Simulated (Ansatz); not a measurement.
Input file:

```yaml
crystal:
  periodic: [false, false, false]
  atoms:
    - {symbol: C, position_ang: [0.000000, 0.000000, 0.008994]}
    - {symbol: C, position_ang: [0.000000, 0.000000, -1.084006]}
    - {symbol: H, position_ang: [0.000000, 0.000000, 1.075011]}
basis:
  gaussian: {orbitals: STO-3G}
magnetization: {spin_polarized: true, initial_magnetization: 1}
correlation: {method: ccsdt, electrons: all}
scf: {lower_state_search: full}
```

```sh
$ ansatz run in.yaml --threads 1 --pin off --events-out ev --progress --plain --max-ram 2393MiB
```

Log:

```
168 factors; integrals over basis functions are off by at most 3.1e-8 eV
mean field evaluation 1: about -2044.0666 eV, gradient 8.6e0 eV
mean field evaluation 2: about -2044.0618 eV, gradient 8.6e0 eV
mean field evaluation 4: about -2045.0924 eV, gradient 1.6e0 eV
mean field evaluation 8: about -2045.2665 eV, gradient 1.1e-1 eV
mean field evaluation 16: about -2044.8895 eV, gradient 3.6e0 eV
mean field evaluation 32: about -2045.2642 eV, gradient 9.5e-7 eV
mean field evaluation 64: about -2045.2707 eV, gradient 3.3e-1 eV
mean field evaluation 96: about -2042.5427 eV, gradient 2.6e0 eV
mean field evaluation 128: about -2042.7454 eV, gradient 4.0e-4 eV
mean field -2045.26418994 eV, -75.1620726505 hartree, gradient 2.6e-6 eV, S^2 0.909693; 7 other end points of the search recorded, 0 dependent functions left out
determinant -2045.26418994 eV, -75.1620726505 hartree, with singles and doubles -2048.71175728 eV, -75.2887684132 hartree
determinant -2042.74537627 eV, -75.0695079554 hartree, with singles and doubles -2045.44095570 eV, -75.1685686721 hartree
reference -2045.26418994 eV, -75.1620726505 hartree; 7, 6 occupied and 4, 5 virtual orbitals, 168 factors
second order -2.68356901 eV of doubles, -0.00000000 eV of singles
cycle   1  -2.99286948 eV  change   -3.1e-1 eV  update   6.5e-2
cycle   2  -3.37374556 eV  change   -3.8e-1 eV  update   4.0e-2
cycle   3  -3.43278037 eV  change   -5.9e-2 eV  update   1.7e-2
cycle   4  -3.45546883 eV  change   -2.3e-2 eV  update   8.9e-3
cycle   5  -3.46037896 eV  change   -4.9e-3 eV  update   4.1e-3
cycle   6  -3.46371763 eV  change   -3.3e-3 eV  update   2.1e-3
cycle   7  -3.46645804 eV  change   -2.7e-3 eV  update   7.1e-4
cycle   8  -3.46718439 eV  change   -7.3e-4 eV  update   2.0e-4
cycle   9  -3.46731947 eV  change   -1.4e-4 eV  update   6.9e-5
cycle  10  -3.46733739 eV  change   -1.8e-5 eV  update   2.5e-5
cycle  11  -3.46735095 eV  change   -1.4e-5 eV  update   1.4e-5
cycle  12  -3.46736192 eV  change   -1.1e-5 eV  update   6.7e-6
cycle  13  -3.46736598 eV  change   -4.1e-6 eV  update   2.6e-6
cycle  14  -3.46736576 eV  change    2.2e-7 eV  update   7.7e-7
Total energy: -2048.73155570 eV, -75.2894959919 hartree
```

Ran on 1 thread of Arm Neoverse V1, shared host: 1.1 s wall, 0.07 GiB peak host memory.
